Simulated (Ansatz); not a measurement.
# SiO (triplet): the correlation ladder, def2-TZVPP

The task here is to estimate one member of a computed series from the others.

Program: Ansatz 0.2.0, Gaussian basis. Level of theory: def2-TZVPP, core rule «outside noble gas», up to 6 orbitals frozen. These are calculated values, not measurements.

The runs, in order: UHF; ROHF; CCSD(T) on UHF.

2 further runs of the same task are left out: 2 set aside as unsound or not needed.

### What is computed

The geometry is a PBE0/def2-TZVP stationary point (not a proven minimum).

2 atoms, charge 0, spin multiplicity 3.

Atoms are counted from 1 here; the program's logs count them from 0.

Bond lengths: Si1–O2 1.724 Å.

As a file:

| atom | x (Å) | y (Å) | z (Å) |
| --- | --- | --- | --- |
| Si1 | 0.00000 | 0.00000 | 0.00000 |
| O2 | 0.00000 | 0.00000 | 1.72350 |

Set-up of the first run:

Input file in.yaml:

```yaml
crystal:
  periodic: [false, false, false]
  atoms:
    - {symbol: Si, position_ang: [0.000000, 0.000000, 0.000000]}
    - {symbol: O, position_ang: [0.000000, 0.000000, 1.723500]}
basis:
  gaussian: {orbitals: def2-TZVPP}
magnetization: {spin_polarized: true, initial_magnetization: 2}
hamiltonian: {xc: hf}
output: {orbitals: {seedname: orbitals}}
```

The run is started by

```sh
> ansatz run in.yaml --threads 1 --pin off --events-out ev --progress --plain --max-ram 4096MiB --backend cpu
```

Among the steps run: UHF; ROHF; CCSD(T) on UHF.

One table of the session follows, with a row left open; its other results are not shown here.

It belongs to the step «Misses and costs». 

| method | from UCCSD(T) (meV) |
| --- | --- |
| ROHF | +8239.6 |
| UHF | +7948.1 |
| UMP2 | +1023.2 |
| UCCSD | ? |
| UCCSD(T) | 0 |

Q: Estimate the row for UCCSD from the others.

**Answer.** from UCCSD(T) (meV): +282.7. In the column «from UCCSD(T) (meV)» it lies between UCCSD(T) (0) and UMP2 (+1023.2).

With the free atoms at the same levels and basis (separate runs), the atomisation energy is 3.769 eV at UCCSD(T), 2.292 eV at ROHF.
